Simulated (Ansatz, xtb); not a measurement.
A geometry optimisation of H3NSi2− with r2SCAN-D4/def2-SVPD

The starting geometry of this gas-phase doublet has its atoms placed at random.

```tsv
atom	x (Å)	y (Å)	z (Å)
N	-1.6223	-1.1223	-0.1179
Si	0.1610	-0.6588	-1.0330
Si	1.4892	0.7030	-0.1569
H	-0.4086	0.8658	-1.0587
H	0.8707	-0.8944	-0.0664
H	1.0046	-0.4242	1.0452
```

One run relaxed it with r2SCAN-D4/def2-SVPD. What is a likely outcome?

It ends as a structure given below by its coordinates. Distances that change by over a tenth: N1–Si2 (2.06 → 1.67 Å), Si3–H5 (1.72 → 1.52 Å), Si3–H6 (1.72 → 1.52 Å). Contacts that open: Si2–Si3 (2.09 → 3.12 Å), Si2–H4 (1.63 → 4.15 Å), Si2–H5 (1.22 → 3.63 Å). Contacts that close: N1–Si3 (3.61 → 1.69 Å), Si3–H4 (2.11 → 1.52 Å).

The energy falls by 9.16 eV over 34 steps:

| step | E − E(last) (eV) |
| --- | --- |
| 1 | 9.160 |
| 5 | 3.120 |
| 8 | 2.640 |
| 12 | 2.531 |
| 16 | 2.461 |
| 19 | 2.444 |
| 23 | 2.096 |
| 27 | 0.063 |
| 30 | 0.017 |
| 34 | 0.000 |

Final geometry (Å):

```json
{"atom": "N", "x (Å)": "-0.9497", "y (Å)": "-0.5274", "z (Å)": "-0.4923"}
{"atom": "Si", "x (Å)": "-1.5565", "y (Å)": "-1.6975", "z (Å)": "-1.5176"}
{"atom": "Si", "x (Å)": "0.5794", "y (Å)": "0.0047", "z (Å)": "0.0011"}
{"atom": "H", "x (Å)": "0.8328", "y (Å)": "1.4675", "z (Å)": "-0.3055"}
{"atom": "H", "x (Å)": "1.7999", "y (Å)": "-0.7030", "z (Å)": "-0.5738"}
{"atom": "H", "x (Å)": "0.7886", "y (Å)": "-0.0752", "z (Å)": "1.5005"}
```

From the same start GFN2-xTB ends elsewhere, at `[N-]=[SiH][SiH2]`.

From so rough a start the end depends on the optimiser's path, so another program may land elsewhere. No frequencies were run, so the end isn't proven a minimum. Open shells are spin-unrestricted. Run with Ansatz 0.2.0, 4.7 min on 2 threads of Arm Neoverse V2, with other jobs on the host.
